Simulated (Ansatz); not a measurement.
# CH6Si: the cost of one run

Computed with Ansatz 0.2.0, Gaussian basis. Level: PBE0-D4/def2-TZVP structures, single points in def2-TZVPP, no counterpoise correction.

Levels: SPW92, PBE-D4, BLYP-D4, r2SCAN-D4, B97M-V, PBE0-D4, B3LYP-D4, r2SCAN0-D4, BHLYP-D4, CAM-B3LYP-D4, wB97X-V, wB97M-V, B2PLYP, PBE-QIDH, RPA on PBE, Hartree-Fock, MP2, CCSD, CCSD(T).

Correlated methods freeze the cores. B3LYP uses VWN-RPA correlation. B2PLYP carries no dispersion term here.

94 further runs of the same task are left out: 94 set aside as unsound or not needed.

### Step 1. The starting structure

The complex: 10 atoms, charge 0, spin multiplicity 1.

Atoms are counted from 1 here; the program's logs count them from 0.

Bond lengths: Si1–H2 1.496 Å, Si1–H3 1.486 Å, Si1–H4 1.486 Å, Si1–C5 1.866 Å, C5–H8 1.092 Å, C5–H9 1.092 Å, C5–H10 1.092 Å, H6–Cl7 1.286 Å. Angles: H2–Si1–H3 106.9°, H2–Si1–H4 107.1°, H2–Si1–C5 110.4°, H3–Si1–H4 109.0°, H3–Si1–C5 111.6°, H4–Si1–C5 111.6°, Si1–C5–H8 110.9°, Si1–C5–H9 110.4°, Si1–C5–H10 111.0°, H8–C5–H9 108.2°, H8–C5–H10 108.0°, H9–C5–H10 108.3°.

As a file:

```
Si   -0.99230   -0.48032   -0.26892
H    -0.14446   -0.56582   -1.49895
H    -1.47040   -1.85668    0.02402
H    -2.15984    0.37666   -0.60203
C    -0.00878    0.22255    1.15310
H     1.53885    0.28142   -1.60413
Cl    2.65430    0.91855   -1.55075
H     0.85924   -0.40236    1.37381
H    -0.62633    0.27827    2.05242
H     0.34963    1.22772    0.92144
```

Its parts: CH6Si holds atoms 1, 2, 3, 4, 5, 8, 9, 10; HCl holds atoms 6, 7. Each part counts its atoms afresh in its own runs.

### Step 2. Relaxing CH6Si alone

File relax-a/in.yaml:

```yaml
crystal:
  periodic: [false, false, false]
  atoms:
    - {symbol: Si, position_ang: [-0.992301, -0.480322, -0.268919]}
    - {symbol: H, position_ang: [-0.144459, -0.565820, -1.498952]}
    - {symbol: H, position_ang: [-1.470396, -1.856679, 0.024018]}
    - {symbol: H, position_ang: [-2.159840, 0.376662, -0.602030]}
    - {symbol: C, position_ang: [-0.008783, 0.222549, 1.153100]}
    - {symbol: H, position_ang: [0.859241, -0.402361, 1.373808]}
    - {symbol: H, position_ang: [-0.626333, 0.278270, 2.052418]}
    - {symbol: H, position_ang: [0.349627, 1.227725, 0.921435]}
basis:
  gaussian: {orbitals: def2-TZVP}
hamiltonian: {xc: pbe0, dispersion: d4}
relax: {f_tol: 0.005, max_steps: 200}
```

Run with:

```
> ansatz run in.yaml --threads 4 --pin off --events-out ev --progress --plain --max-ram 9574MiB
```

**Question.** How long does this run take on 4 threads of Arm Neoverse V1, shared host?

About 3 s.
